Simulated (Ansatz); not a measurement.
Atomisation energy: 6 cases among radicals of chlorinated organics, in kcal/mol, species as SMILES. Terms: atomisation electronic, to ground-state atoms; non-relativistic; LANL2DZ with its own core potentials from Na on; no spin-orbit coupling; valence correlation only; UHF or UKS for open shells; six Cartesian d functions in 6-31G* and its kin unless marked 5d; dispersion terms only where a functional's name holds one. CBS marks a two-point X^-3 extrapolation of the correlation energy; Hartree-Fock from the larger set. The bracket is a focal-point correction in the basis named. Ab initio and DFT rows: single points at B3LYP-D3(BJ) geometries (Ansatz, a quantum-chemistry and plane-wave program).

Coupled cluster (Ansatz) is a level with limits of its own, used here on species with T1 under 0.025 (0.045 for open shells) and stable references: (a) RI-MP2/CBS(cc-pV(T+d)Z,cc-pV(Q+d)Z)+[CCSD(T)-MP2]/cc-pV(D+d)Z; (b) RI-MP2/CBS(cc-pV(T+d)Z,cc-pV(Q+d)Z)+[CCSD(T)-MP2]/cc-pV(T+d)Z; (c) CCSD(T)/CBS(def2-TZVPPD,def2-QZVPPD).

```json
[
 {"species": "Cl[C](Cl)Cl", "atoms": "4", "coupled cluster": "243.3 (b)", "difference of B3LYP/6-31G* (Ansatz)": "-12.3", "difference of B3LYP/3-21G (Ansatz)": "-57.9", "difference of MP2/LANL2DZ (Ansatz)": "-100.7", "difference of MP2/6-31G* (Ansatz)": "-18.1", "difference of B3LYP-D3(BJ)/def2-TZVPD (Ansatz + dftd3)": "-0.9", "difference of wB97M-V/def2-TZVPD (Ansatz)": "4.4"},
 {"species": "[CH2]Cl (CH2Cl)", "atoms": "4", "coupled cluster": "287.8 (c)", "difference of B3LYP/6-31G* (Ansatz)": "-2.2", "difference of B3LYP/3-21G (Ansatz)": "-19.9", "difference of MP2/LANL2DZ (Ansatz)": "-62.2", "difference of MP2/6-31G* (Ansatz)": "-26.7", "difference of B3LYP-D3(BJ)/def2-TZVPD (Ansatz + dftd3)": "2.0", "difference of wB97M-V/def2-TZVPD (Ansatz)": "1.7"},
 {"species": "[CH2]CCl", "atoms": "7", "coupled cluster": "582.2 (b)", "difference of B3LYP/6-31G* (Ansatz)": "-1.5", "difference of B3LYP/3-21G (Ansatz)": "-12.9", "difference of MP2/LANL2DZ (Ansatz)": "-96.0", "difference of MP2/6-31G* (Ansatz)": "-47.6", "difference of B3LYP-D3(BJ)/def2-TZVPD (Ansatz + dftd3)": "3.2", "difference of wB97M-V/def2-TZVPD (Ansatz)": "1.9"},
 {"species": "C[CH]Cl", "atoms": "7", "coupled cluster": "586.4 (b)", "difference of B3LYP/6-31G* (Ansatz)": "-2.2", "difference of B3LYP/3-21G (Ansatz)": "-20.7", "difference of MP2/LANL2DZ (Ansatz)": "-103.3", "difference of MP2/6-31G* (Ansatz)": "-47.3", "difference of B3LYP-D3(BJ)/def2-TZVPD (Ansatz + dftd3)": "2.9", "difference of wB97M-V/def2-TZVPD (Ansatz)": "2.2"},
 {"species": "C[CH]CCl", "atoms": "10", "coupled cluster": "881.3 (a)", "difference of B3LYP/6-31G* (Ansatz)": "-2.3", "difference of B3LYP/3-21G (Ansatz)": "-15.5", "difference of MP2/LANL2DZ (Ansatz)": "-138.1", "difference of MP2/6-31G* (Ansatz)": "-69.3", "difference of B3LYP-D3(BJ)/def2-TZVPD (Ansatz + dftd3)": "3.5", "difference of wB97M-V/def2-TZVPD (Ansatz)": "1.9"},
 {"species": "CC[CH]Cl", "atoms": "10", "coupled cluster": "881.6 (a)", "difference of B3LYP/6-31G* (Ansatz)": "-4.5", "difference of B3LYP/3-21G (Ansatz)": "-24.9", "difference of MP2/LANL2DZ (Ansatz)": "-145.0", "difference of MP2/6-31G* (Ansatz)": "-68.9", "difference of B3LYP-D3(BJ)/def2-TZVPD (Ansatz + dftd3)": "1.9", "difference of wB97M-V/def2-TZVPD (Ansatz)": "1.5"}
]
```

```json
[
 {"level": "B3LYP/6-31G* (Ansatz)", "cases": "6", "mean signed difference": "-4.17", "mean absolute difference": "4.17", "median absolute difference": "2.25", "largest absolute difference": "12.3"},
 {"level": "B3LYP/3-21G (Ansatz)", "cases": "6", "mean signed difference": "-25.30", "mean absolute difference": "25.30", "median absolute difference": "20.30", "largest absolute difference": "57.9"},
 {"level": "MP2/LANL2DZ (Ansatz)", "cases": "6", "mean signed difference": "-107.55", "mean absolute difference": "107.55", "median absolute difference": "102.00", "largest absolute difference": "145.0"},
 {"level": "MP2/6-31G* (Ansatz)", "cases": "6", "mean signed difference": "-46.32", "mean absolute difference": "46.32", "median absolute difference": "47.45", "largest absolute difference": "69.3"},
 {"level": "B3LYP-D3(BJ)/def2-TZVPD (Ansatz + dftd3)", "cases": "6", "mean signed difference": "2.10", "mean absolute difference": "2.40", "median absolute difference": "2.45", "largest absolute difference": "3.5"},
 {"level": "wB97M-V/def2-TZVPD (Ansatz)", "cases": "6", "mean signed difference": "2.27", "mean absolute difference": "2.27", "median absolute difference": "1.90", "largest absolute difference": "4.4"}
]
```

B3LYP/6-31G* lies above in 0 of 6 cases and within 2 kcal/mol in 1; mean signed difference -4.17 kcal/mol, mean absolute 4.17 kcal/mol (4.55 over the 4 cases of up to 7 atoms, 3.40 over the larger). These figures hold for the species listed.

How the rows were picked: cases drawn at random among the computed members of the class with clean coupled-cluster diagnostics. The batch they came from held 12 cases of this property in the class: 0 with a tabulated value, 8 with clean coupled cluster alone, 4 with neither, which enter no statistics. The levels are drawn from those run on every case listed, the commonest habits more often. No case is left out for the size of its miss. Left out are saddle points of the reference geometry, anions that the best level run finds unbound, excited spin states, species near biochemistry, 298 K rows of species without real B3LYP wavenumbers, cases with under five habitual levels, runs that failed or that the program found above a lower state of the same kind, table entries that another table contradicts, and a share of species set aside by lot.
